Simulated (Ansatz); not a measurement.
**C2H4Cl2 (1,1-dichloroethane): from total energies to a heat of formation**

C2H4Cl2: 8 atoms, total charge 0, spin state singlet. As SMILES, `CC(Cl)Cl`. The shape is that of a PBE0-D4/def2-TZVP optimisation.

Total energies at CCSD/cc-pVDZ, 12 core orbitals frozen (Ansatz 0.2.0); the atoms run unrestricted:

| species | state | energy (Eh) |
| --- | --- | --- |
| C2H4Cl2 | singlet | -997.680925 |
| C | triplet | -37.759451 |
| Cl | doublet | -459.597739 |
| H | doublet | -0.499278 |

Harmonic wavenumbers at PBE0-D4/def2-TZVP, in cm⁻¹: 267, 275, 318, 407, 663, 713, 997, 1073, 1112, 1254, 1306, 1406, 1472, 1477, 3065, 3143, 3148, 3165.

Measured heats of formation of the gaseous atoms at 298.15 K, in kJ/mol: C 716.9, Cl 121.3, H 218.0. Spin-orbit lowering of the atoms at 298 K (mean of the ground term's levels less their thermal mean, from spectra), in kJ/mol: C 0.02, Cl 3.44. Take 1 Eh = 2625.50 kJ/mol, 1 cm⁻¹ = 0.0119627 kJ/mol, RT = 2.479 kJ/mol.

Q: Work out the heat of formation of the gas at 298 K.

A: 
1. Electronic atomisation energy: 2 × (-37.759451) + 2 × (-459.597739) + 4 × (-0.499278) − (-997.680925) = 0.969433 Eh = 2545.2 kJ/mol.
2. Zero-point energy: half the sum of the wavenumbers, 12630.5 cm⁻¹ = 151.1 kJ/mol.
3. Thermal vibrational enthalpy, Σ hcν̃/(exp(hcν̃/kT) − 1): 5.2 kJ/mol. Translation, rotation and pV of a non-linear molecule: 4 RT = 9.9 kJ/mol.
4. The 8 free atoms carry 5/2 RT each: 49.6 kJ/mol.
5. Spin-orbit coupling lowers the free atoms by 2 × 0.02 + 2 × 3.44 = 6.9 kJ/mol.
6. Atomisation enthalpy at 298 K: 2545.2 − 6.9 − 151.1 − 5.2 − 9.9 + 49.6 = 2421.7 kJ/mol.
7. Sum of the atoms' heats of formation: 2548.4 kJ/mol. Heat of formation: 2548.4 − 2421.7 = +126.7 kJ/mol.

The tabulated value is -127.4 kJ/mol (Active Thermochemical Tables), so this level is off by +254.1 kJ/mol, or 9.5 % of the atomisation enthalpy. Coupled cluster needs large bases for atomisation: in a finite one the molecule is underbound. A double-zeta basis underbinds. Anharmonicity and any spin-orbit splitting of the molecule are left out, and so is core correlation.
